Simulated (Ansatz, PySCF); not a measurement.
Molecule: AlF2, net charge 0, doublet state. It need not be the lowest isomer of its formula. 
Coordinates optimised at B3LYP-D3(BJ)/def2-TZVP (Ansatz, a first-principles code):
SMILES: [F][Al][F]
```xyz
3

Al    -0.0022     0.4808     0.0049
F      1.4323    -0.3405    -0.0081
F     -1.4291    -0.3540     0.0011
```
Charge 0, spin multiplicity 2.

Dipole moments at this geometry, in debye (magnitudes).

| level | program | dipole (D) |
|---|---|---|
| HF/def2-TZVPD | PySCF | 1.94 |
| SVWN5/def2-TZVPD | Ansatz | 1.85 |
| PBE/def2-TZVPD | PySCF | 1.77 |
| revPBE/def2-TZVPD | Ansatz | 1.74 |
| TPSS/def2-TZVPD | PySCF | 1.72 |
| M06-L/def2-TZVPD | PySCF | 1.70 |
| B97M-V/def2-TZVPD | Ansatz | 1.91 |
| TPSSh/def2-TZVPD | PySCF | 1.76 |
| r2SCANh/def2-TZVPD | Ansatz | 1.83 |
| M06-2X/def2-TZVPD | PySCF | 2.06 |
| HSE06/def2-TZVPD | Ansatz | 1.86 |
| LC-wPBE/def2-TZVPD | Ansatz | 1.81 |
| wB97X-V/def2-TZVPD | Ansatz | 1.82 |
| CCSD(T)/aug-cc-pV(D+d)Z | Ansatz | 1.83 |
